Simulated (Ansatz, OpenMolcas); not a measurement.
# PO (SMILES O=[P]): from total energies to a heat of formation

PO has 2 atoms, charge 0, and is taken as a doublet. As SMILES, `O=[P]`. The coordinates come from a PBE0-D4/def2-TZVP relaxation.

| atom | x (Å) | y (Å) | z (Å) |
| --- | --- | --- | --- |
| O | 0.0000 | 0.0000 | -0.0095 |
| P | 0.0000 | 0.0000 | 1.4645 |

Total energies at U-revPBE/cc-pVTZ (OpenMolcas 26.06); the atoms run unrestricted:

| species | state | energy (Eh) |
| --- | --- | --- |
| PO | doublet | -416.497585 |
| O | triplet | -75.066245 |
| P | quartet | -341.205527 |

Harmonic wavenumbers at UPBE0-D4/def2-TZVP, in cm⁻¹: 1288.

Measured heats of formation of the gaseous atoms at 298.15 K, in kJ/mol: O 249.2, P 316.4. Spin-orbit lowering of the atoms at 298 K (mean of the ground term's levels less their thermal mean, from spectra), in kJ/mol: O 0.40. Take 1 Eh = 2625.50 kJ/mol, 1 cm⁻¹ = 0.0119627 kJ/mol, RT = 2.479 kJ/mol.

Work out the heat of formation of the gas at 298 K.


1. Electronic atomisation energy: (-75.066245) + (-341.205527) − (-416.497585) = 0.225813 Eh = 592.9 kJ/mol.
2. Zero-point energy: half the sum of the wavenumbers, 644 cm⁻¹ = 7.7 kJ/mol.
3. Thermal vibrational enthalpy, Σ hcν̃/(exp(hcν̃/kT) − 1): 0.0 kJ/mol. Translation, rotation and pV of a linear molecule: 3.5 RT = 8.7 kJ/mol.
4. The 2 free atoms carry 5/2 RT each: 12.4 kJ/mol.
5. Spin-orbit coupling lowers the free atoms by 0.40 = 0.4 kJ/mol.
6. Atomisation enthalpy at 298 K: 592.9 − 0.4 − 7.7 − 0.0 − 8.7 + 12.4 = 588.5 kJ/mol.
7. Sum of the atoms' heats of formation: 565.6 kJ/mol. Heat of formation: 565.6 − 588.5 = -22.9 kJ/mol.

No measured value is set beside it here. Anharmonicity and any spin-orbit splitting of the molecule are left out.
